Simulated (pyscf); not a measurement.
Elementary routes open to H₂N–GaH–Cl + hydrogen (H₂) in the gas phase (singlet surface):
A. H₂N–GaH₂ + hydrogen chloride (HCl) (Cl–Ga, H–H broken; Ga–H, Cl–H formed)
B. Cl–GaH₂ + ammonia (NH₃) (Ga–N, H–H broken; Ga–H, H–N formed)

Optimised with ωB97X-D3(BJ)/def2-SVP in PySCF.

### Question
Rank the routes by free-energy barrier at 900 K, lowest first, for ωB97M-D3(BJ)/def2-TZVP energies (ideal gas, 1 atm, RRHO with modes under 100 cm⁻¹ raised to 100, one conformer, R ln 2 for chiral ones without a mode under 150 cm⁻¹).

### Answer
B (220.3 kJ/mol), A (256.7 kJ/mol)

Route B is the fastest of these, ahead of the next by 36.4 kJ/mol. The most stable products are those of B (ΔG = +25.6 kJ/mol), so kinetics and thermodynamics agree. At 298 K B is still the fastest. B: On the product side the descent ends in an adduct with a Ga–N contact, 117.3 kJ/mol under the separated species and 182.4 kJ/mol under the saddle at ωB97X-D3(BJ)/def2-TZVP. Only these routes are compared; each barrier is that of the saddle found, and lower ones may exist. Elements up to Kr have no core potential and no relativistic terms here.
